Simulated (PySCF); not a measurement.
Dissociation curve of SMILES NC (CH5N). The N2–H7 bond (N2 also carries C, H; H7 carries nothing else) is stretched with both fragments frozen at the PBE0/def2-TZVP optimised geometry. Each curve is given relative to its own lowest point near equilibrium.

```csv
R / Å,A,B,C,D
0.75,71.6,71.4,65.3,66.1
0.81,37.1,37.5,32.4,33.8
0.85,22.1,22.6,18.4,19.8
0.92,6.5,7.1,4.5,5.5
0.96,2.1,2.6,1.0,1.7
0.98,0.9,1.2,0.2,0.6
1.01,0.0,0.1,0.0,0.0
1.04,0.1,0.0,0.7,0.3
1.07,1.0,0.6,2.3,1.3
1.12,4.0,3.1,6.2,4.4
1.18,9.2,7.6,12.6,9.8
1.25,16.8,14.2,21.5,17.3
1.38,32.6,28.3,39.8,33.2
1.51,48.4,42.7,57.4,49.3
1.66,64.8,58.0,68.3,66.5
1.83,80.0,72.9,73.4,83.4
2.00,91.5,83.6,75.2,97.5
2.22,101.5,91.5,75.8,112.1
2.48,108.5,96.3,75.8,125.0
2.71,111.8,98.4,75.7,133.5
3.04,114.4,99.9,75.6,142.2
3.54,116.0,100.8,75.6,150.2
```

Energies in kcal/mol.

### Question
Which curve belongs to which method? The methods are CCSD on RHF/cc-pVDZ, 2 core orbitals frozen (PySCF 2.14.0); PySCF 2.14.0 with restricted B3LYP/6-311+G**, spherical d; unrestricted Hartree-Fock/6-31G*, spherical d run with PySCF; unrestricted BLYP/cc-pVDZ in PySCF.

### Answer
A is RCCSD; B is UKS-BLYP; C is UHF/6-31G*; D is RKS-B3LYP/6-311+G**.

The restricted form behind RKS-B3LYP/6-311+G** keeps the bonding electrons paired and can't separate into open-shell fragments. The unrestricted determinant behind UKS-BLYP is spin-contaminated at 1.83 to 3.54 Å (<S²> up to 1.0, against 0.00 for a pure singlet). The T1 diagnostic of CCSD on the restricted reference of RCCSD exceeds 0.045 at 2.48 to 3.54 Å. The unrestricted determinant behind UHF/6-31G* is spin-contaminated at 1.51 to 3.54 Å (<S²> up to 1.0, against 0.00 for a pure singlet).
